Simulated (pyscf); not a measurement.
# Four-centre exchange: H₂P–GaH₂ + H₂O → HO–GaH–PH₂ + H₂

Gas phase, singlet surface, charge 0. Bonds broken: Ga2–H5, O7–H8. Bonds formed: Ga2–O7, H5–H8. Single points on ωB97X-D3(BJ)/def2-SVP structures (PySCF, gas phase).

Transition state (Å):

```xyz
9

P     -2.4895    -0.7919    -0.0812
Ga    -0.7089     0.6490    -0.2253
H     -2.5653    -0.7059     1.3398
H     -1.6768    -1.9600    -0.0807
H      0.8924    -0.1904     0.1810
H     -0.6020     2.1207     0.2856
O      0.2947     0.3474    -1.8857
H      0.9223    -0.0353    -0.8033
H      0.6793     1.1224    -2.3161
```

One imaginary mode, 1305i cm⁻¹; descent along it reached the two sides named, in the forms told below.

```
bond    change  reactant side (Å)  saddle  product side
------  ------  -----------------  ------  ------------
Ga2–H5  breaks              1.573   1.853           2.8
O7–H8   breaks              0.969   1.308           2.8
Ga2–O7   forms              2.172   1.963         1.792
H5–H8    forms                3.2   0.997         0.761
```

Electronic energies relative to the separated reactants (eV):

| level | barrier | reaction energy | reverse barrier |
|---|---|---|---|
| ωB97X-D3(BJ)/def2-TZVP | 0.44 | -0.55 | 1.00 |
| PBE/def2-TZVP | 0.30 | -0.53 | 0.83 |
| r²SCAN/def2-TZVP | 0.28 | -0.60 | 0.87 |
| B3LYP-D3(BJ)/def2-TZVP | 0.45 | -0.55 | 1.00 |
| PBE0-D3(BJ)/def2-TZVP | 0.38 | -0.48 | 0.86 |
| M06-2X/def2-TZVP | 0.33 | -0.70 | 1.04 |
| ωB97M-D3(BJ)/def2-TZVP | 0.50 | -0.49 | 1.00 |
| HF/def2-TZVP | 1.09 | -0.39 | 1.48 |

With ωB97M-D3(BJ)/def2-TZVP energies and thermal terms (ideal gas, 1 atm, RRHO with modes under 100 cm⁻¹ raised to 100, one conformer, R ln 2 for chiral ones without a mode under 150 cm⁻¹), in eV:

| T (K) | ΔH‡ | ΔG‡ | ΔH | ΔG |
|---|---|---|---|---|
| 298 | 0.44 | 0.90 | -0.59 | -0.51 |
| 600 | 0.44 | 1.37 | -0.54 | -0.44 |
| 900 | 0.47 | 1.83 | -0.51 | -0.39 |
| 1200 | 0.50 | 2.27 | -0.48 | -0.36 |

On the reactant side the descent ends in an adduct with a Ga–O contact (not fully relaxed), 0.65 eV under the separated species and 1.10 eV under the saddle at ωB97X-D3(BJ)/def2-TZVP. What is counted as formed (Ga–O) is already present as a longer contact in the reactant adduct; forming that adduct is a step of its own. At the saddle there is also a short Ga–H contact that neither side keeps. One saddle was located; it need not be the lowest between these sides. Elements up to Kr have no core potential and no relativistic terms here.
